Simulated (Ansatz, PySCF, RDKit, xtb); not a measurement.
**Which structure has the formula CH3BF?**

Task: start from the formula CH3BF (odd number of electrons), draw up candidate structures, narrow them down in stages, and characterise the one that lies lowest at 298.15 K.

The funnel: GFN2-xTB relaxations, single points with a density functional, relaxations at B3LYP-D3(BJ)/def2-SVP, harmonic vibrations, and a last energy at a higher level. All values are calculated.

6 further runs of the same task are left out: 6 set aside as unsound or not needed.

### 1 Candidates

A program enumerates the bonding patterns with one Lewis structure each (two rings at most, one unusual centre or charged pair), with their diastereomers. O–O, O–halogen and N–halogen bonds and N–N–N chains are not drawn. That gives 4 candidates.

```
label   SMILES     spin
 c101    C[B]F  doublet
 c272   [BH]CF  doublet
 c858   B[CH]F  doublet
 c986  [CH2]BF  doublet
```

Candidates are built by distance geometry, with a force field where one applies, in up to four conformers (letters a to d). 6 starts with atoms placed at random are added, to find patterns that the rules miss.

**Question.** With final energies at CCSD(T)/def2-TZVP, which structure will this search put lowest in free energy, and by what margin?

| quantity | value |
| --- | --- |
| lowest structure found | [CH2]BF, doublet, Cs |
| next finalist | C[B]F, doublet, 7.4 kcal/mol higher in G |
| share at equilibrium, among the finalists | 100.0 % |
| harmonic wavenumbers, lowest and highest (B3LYP-D3(BJ)/def2-SVP) | 298 and 3229 cm⁻¹ |
| rotational constants, same geometry | 1.881, 0.3154, 0.2701 cm⁻¹ |
| dipole moment (PBE0/def2-TZVPD) | 1.65 D |
| HOMO energy (highest over α and β) (PBE0/def2-TZVPD) | -7.93 eV |
| LUMO energy (lowest over α and β) (PBE0/def2-TZVPD) | -3.44 eV |
| lowest excitation (TD-PBE0/def2-SVPD) | 3.52 eV (f = 0.000) |
| strongest of the states computed, same level | 6.62 eV (f = 0.134) |
| vertical ionisation energy (to the singlet cation) | 10.67 eV |
| vertical electron affinity | 1.40 eV |
| vertical quartet less doublet | +6.82 eV |

`[CH2]BF` comes out lowest. Among the finalists first place is clear (7.4 kcal/mol); structures outside the list aren't covered. GFN2-xTB, HF/STO-3G, r2SCAN-D4/def2-SVP, B3LYP-D3(BJ)/def2-SVP, HF/def2-TZVP and MP2/def2-TZVP already put its bonding pattern lowest among the structures in one piece. The stability test raises a flag; for an open shell a flag towards a general spinor solution can be the free rotation of the spin. Lowest found is not proven lowest: the search is finite, and each finalist counts with one conformer. Patterns outside the rules of the enumeration were met only by chance.
